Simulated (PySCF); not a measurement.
**Stretching NH⁺**

Set-up: PySCF, no relativity, basis sets H def2-TZVP, N def2-TZVP. Energies in eV from H⁺ + N in their ground configurations at the same level. All curves are PBE0. state 1: ⁴Σ⁻ (quartet), unpaired electrons σ ↑, π ↑↑; state 2: ²Π (doublet), unpaired electrons π ↑, a second solution, started from another occupation; state 3: Ms = 0.5 determinant of mixed spin (⟨S²⟩ near 1.8), unpaired electrons σ ↓, π ↑↑, a second solution, started from another occupation; state 4: Ms = 0.5 determinant of mixed spin (⟨S²⟩ near 1.8), unpaired electrons σ ↑, π ↑↓, a mixture of terms (⟨Lz²⟩ = 2.0), a second solution, started from another occupation.

| R (Å) | state 1 | state 2 | state 3 | state 4 |
| --- | --- | --- | --- | --- |
| 0.947 | -3.300 | -3.234 | -1.558 | -1.690 |
| 0.991 | -3.524 | -3.448 | -1.857 | -1.957 |
| 1.035 | -3.650 | -3.558 | -2.059 | -2.126 |
| 1.068 | -3.695 | -3.588 | -2.161 | -2.204 |
| 1.101 | -3.708 | -3.581 | -2.230 | -2.249 |
| 1.134 | -3.695 | -3.545 | -2.271 | -2.267 |
| 1.178 | -3.646 | -3.461 | -2.293 | -2.260 |
| 1.233 | -3.549 | -3.311 | -2.281 | -2.214 |
| 1.299 | -3.401 | -3.087 | -2.228 | -2.123 |
| 1.387 | -3.178 | -2.746 | -2.117 | -1.968 |

Q: Put a parabola through the three lowest points of the state 1 curve and estimate Re, k and ωe (reduced mass 0.9402 u; 1 eV/Å² = 0.16022 mdyn/Å; ωe = 1302.8·√(k/μ) cm⁻¹).

A: Through R = 1.068, 1.101, 1.134 Å the second-order coefficient is 11.9 eV/Å², so Re ≈ 1.101 Å, k ≈ 3.83 mdyn/Å and ωe ≈ 2628 cm⁻¹. A polynomial fit of higher order to the unrounded PBE0 energies gives Re = 1.099 Å, k = 3.86 mdyn/Å, ωe = 2640 cm⁻¹; anharmonicity and rounding make the difference.

The higher-order fit for each curve: state 1: Re = 1.099 Å, ωe = 2640 cm⁻¹, De = 3.71 eV; state 2: Re = 1.078 Å, ωe = 3006 cm⁻¹, minimum 3.59 eV below the ground-state fragments; state 3: Re = 1.188 Å, ωe = 1989 cm⁻¹, minimum 2.29 eV below the ground-state fragments; state 4: Re = 1.146 Å, ωe = 2258 cm⁻¹, minimum 2.27 eV below the ground-state fragments.

For an ion De counts to the pair picked by the measured ionisation energies or electron affinities, which need not be the lowest pair at this level. The state was picked by a PBE0 search and need not be the measured ground state.
